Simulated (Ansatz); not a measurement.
A made-up structure of CH₂BS (charge +1), singlet:

B1  (-0.061, 0.725, 0.075)
C2  (-0.160, -0.720, -0.233)
S3  (1.162, -0.070, 0.826)
H4  (-0.548, -1.609, -0.659)
H5  (-0.368, 1.833, 0.036)
(Å)

It is relaxed with PBE-D4/def2-SVP and then PBE0-D4/def2-TZVP (Ansatz 0.2.0). Atoms count as bonded within 1.22 times the sum of their covalent radii (H–H: 0.88 Å). The end point is not checked to be a true minimum.

Task: Does its bonding change? (Judge from chemistry; the calculation decides.)

Result: The calculation gives: No: no bond forms or breaks.

Where it ends: The first stage lowers the energy by 0.92 eV in 6 steps. It ends as CH₂BS ([BH]1[CH][S]1), total charge +1:
B1  (-0.096, 0.797, 0.062)
C2  (-0.112, -0.663, -0.190)
S3  (1.157, -0.298, 0.785)
H4  (-0.480, -1.594, -0.608)
H5  (-0.444, 1.916, -0.005)
(Å)

Labels in which every atom is bracketed show which atoms are joined, not bond orders.

For scale, one of the runs: PBE0-D4/def2-TZVP relaxation, 111 basis functions, launched by `ansatz run in.yaml --threads 2 --pin off --events-out ev --progress --plain --max-ram 4352MiB`. Hardware: 2 CPU threads of an Arm Neoverse V2, shared host. Wall time about 9 s.
